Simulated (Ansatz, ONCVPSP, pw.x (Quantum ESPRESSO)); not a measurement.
pw.x on bcc W: one setting changed

Potential: optimised norm-conserving Vanderbilt (ONCV), ONCVPSP 4.0.1.1 (patched build), PBEsol; core [Kr] 4d10 4f14, reference 5s2 5p6 5d4 6s2; waves: 5s+6s: rc 2.00 bohr, ncon 3, nbas 7, qcut 5 1/bohr, 2 projectors; 5p: rc 1.95 bohr, ncon 3, nbas 6, qcut 5.8 1/bohr, 2 projectors, debl 0.9 Ha; 5d: rc 1.75 bohr, ncon 4, nbas 9, qcut 5.4 1/bohr, 1 projector; local part: polynomial inside 1.35 bohr (lpopt 5, dvloc0 1 Ha); core correction: Teter function fitted to the true core (icmod 2), fcfact 0.25. In the p channel the program set the typed energies aside and used -1.588, 0.250 Ha.

The reference run (k-mesh 15³, cutoffs 60/240 Ry, Fermi–Dirac 0.01 Ry, mixing_beta 0.4, conv_thr 1e-9, no spin) gives -2.77 GPa at 15.687 Å³/atom, where all-electron LAPW gives 0.22 GPa. This run, with its own iteration cap, changes degauss to 0.005.

```
&control
  calculation='scf', prefix='x', pseudo_dir='./', outdir='./tmp', tstress=.true., disk_io='none'
/
&system
  ibrav=0, nat=1, ntyp=1, ecutwfc=60, ecutrho=240, nbnd=15,
  occupations='smearing', smearing='fd', degauss=0.005
/
&electrons
  conv_thr=1e-09, mixing_beta=0.4, electron_maxstep=70
/
ATOMIC_SPECIES
W 1.0 W.UPF
CELL_PARAMETERS angstrom
  -1.57698163 1.57698163 1.57698163
  1.57698163 -1.57698163 1.57698163
  1.57698163 1.57698163 -1.57698163
ATOMIC_POSITIONS crystal
W 0.0000 0.0000 0.0000
K_POINTS automatic
15 15 15 0 0 0
```

```bash
pw.x < W.scf.in > W.scf.out
```

**Question.** How does the run end?

**Answer.** It converges in 8 iterations; the free energy moves by +10.8 meV/atom and the pressure by +0.06 GPa. In a metal, with Fermi–Dirac smearing, F lies below its zero-width value by a term in the square of the width.

```
Message from routine setup:
     using ibrav=0 with symmetry is DISCOURAGED, use correct ibrav instead
     lattice parameter (alat)  =       5.1616  a.u.
     unit-cell volume          =     105.8611 (a.u.)^3
     number of electrons       =        14.00
     number of Kohn-Sham states=           15
     kinetic-energy cutoff     =      60.0000  Ry
     charge density cutoff     =     240.0000  Ry
     scf convergence threshold =      1.0E-09
     Exchange-correlation= PBESOL
     number of k points=   120  Fermi-Dirac smearing, width (Ry)=  0.0050
     iteration #  1     ecut=    60.00 Ry     beta= 0.40
     total energy              =    -147.75130495 Ry
     estimated scf accuracy    <       0.03974192 Ry
     iteration #  2     ecut=    60.00 Ry     beta= 0.40
     total energy              =    -147.75163274 Ry
     estimated scf accuracy    <       0.00620438 Ry
     iteration #  3     ecut=    60.00 Ry     beta= 0.40
     total energy              =    -147.75235964 Ry
     estimated scf accuracy    <       0.00038006 Ry
     iteration #  4     ecut=    60.00 Ry     beta= 0.40
     total energy              =    -147.75237895 Ry
     estimated scf accuracy    <       0.00000683 Ry
     iteration #  5     ecut=    60.00 Ry     beta= 0.40
     total energy              =    -147.75238009 Ry
     estimated scf accuracy    <       0.00000044 Ry
     iteration #  6     ecut=    60.00 Ry     beta= 0.40
     total energy              =    -147.75238018 Ry
     estimated scf accuracy    <       0.00000001 Ry
     iteration #  7     ecut=    60.00 Ry     beta= 0.40
     total energy              =    -147.75238018 Ry
     estimated scf accuracy    <          2.7E-09 Ry
     iteration #  8     ecut=    60.00 Ry     beta= 0.40
     the Fermi energy is    22.2995 ev
!    total energy              =    -147.75238018 Ry
     estimated scf accuracy    <          2.5E-10 Ry
     smearing contrib. (-TS)   =      -0.00047962 Ry
     The total energy is F=E-TS. E is the sum of the following terms:
     one-electron contribution =     -17.86931920 Ry
     hartree contribution      =      17.03251702 Ry
     xc contribution           =     -27.23815459 Ry
     ewald contribution        =    -119.67694379 Ry
     convergence has been achieved in   8 iterations
          total   stress  (Ry/bohr**3)                   (kbar)     P=      -27.11
     Message from routine punch:
     Nothing written, as per user request (disk_io='none')
```

The run took about 24 s on one core of a shared host (Neoverse-N1, 64 threads, 124 GiB, load 62).
